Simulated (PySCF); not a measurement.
Species: C5H6S.
Cartesian coordinates in Å at the GFN2-xTB level; atoms count from 1:
```
atom  x, y, z in Å
C1     2.624   -0.422    0.082
C2     1.241   -0.029    0.148
C3     0.076    0.288    0.190
C4    -1.243    0.744    0.288
C5    -2.325   -0.139   -0.233
S6    -1.554    2.209    0.954
H7     3.088   -0.303    1.061
H8     3.149    0.216   -0.630
H9     2.715   -1.461   -0.235
H10   -3.296    0.325   -0.080
H11   -2.174   -0.321   -1.298
H12   -2.298   -1.106    0.272
```

Theory: PBE0/pcSseg-1 in PySCF (dipole) on a GFN2-xTB geometry, gas phase.

Masses are those of the commonest isotopes; rigid-rotor values at the optimised geometry. 

(1) What are A, B and C (MHz)?

(2) Classify the top.

(3) What does the inertial defect say?

(4) Where do the levels up to J = 3 lie, in K?

(5) Which types of transition are allowed, and where do some lines up to J = 2 fall?

Results:

(1) Ia = 87.66, Ib = 342.82, Ic = 424.20 u·Å²; 505379 MHz·u·Å²/I gives A = 5765, B = 1474, C = 1191 MHz.

(2) An asymmetric top. Ray's parameter κ = (2B − A − C)/(A − C) = -0.876; −1 is the prolate and +1 the oblate limit.

(3) Not planar: Δ = Ic − Ia − Ib = -6.28 u·Å². For a rigid frame Δ = −2 Σ m c², so Σ m c² = 3.14 u·Å² lies off the ab plane, practically all of it from hydrogen. The atom farthest from that plane is 0.96 Å away.

(4) Above 0(0,0), as E/k:
J = 1: 1(0,1) 0.128, 1(1,1) 0.334, 1(1,0) 0.347
J = 2: 2(0,2) 0.383, 2(1,2) 0.576, 2(1,1) 0.617, 2(2,1) 1.235, 2(2,0) 1.235
J = 3: 3(0,3) 0.764, 3(1,3) 0.939, 3(1,2) 1.021, 3(2,2) 1.618, 3(2,1) 1.622, 3(3,1) 2.683, 3(3,0) 2.683

(5) The dipole components are |μa| = 3.05 D, |μb| = 1.87 D, |μc| = 0.02 D. Intensities carry the squares of the components, which stand as 1.00 : 0.38 : 0.00 (a : b : c). Some lines, for components of 0.1 D or more:

| type | branch | J(Ka,Kc) | MHz | lower level (cm⁻¹) |
| --- | --- | --- | --- | --- |
| a | Q | 2(1,1) ← 2(1,2) | 848 | 0.400 |
| b | R | 2(0,2) ← 1(1,1) | 1026 | 0.232 |
| a | R | 1(0,1) ← 0(0,0) | 2666 | 0.000 |
| b | Q | 1(1,0) ← 1(0,1) | 4574 | 0.089 |
| b | Q | 2(1,1) ← 2(0,2) | 4870 | 0.266 |
| a | R | 2(1,2) ← 1(1,1) | 5048 | 0.232 |
| a | R | 2(0,2) ← 1(0,1) | 5318 | 0.089 |
| b | R | 1(1,1) ← 0(0,0) | 6957 | 0.000 |
| b | R | 2(1,2) ← 1(0,1) | 9340 | 0.089 |
| b | Q | 2(2,0) ← 2(1,1) | 12887 | 0.429 |
| b | Q | 2(2,1) ← 2(1,2) | 13722 | 0.400 |
| b | R | 2(2,1) ← 1(1,0) | 18488 | 0.241 |
| b | R | 2(2,0) ← 1(1,1) | 18784 | 0.232 |

Stationary, but not proved a minimum. Zero-point vibration and centrifugal distortion are left out. A rigid rotor knows nothing of internal rotation, which can split or shift real lines.
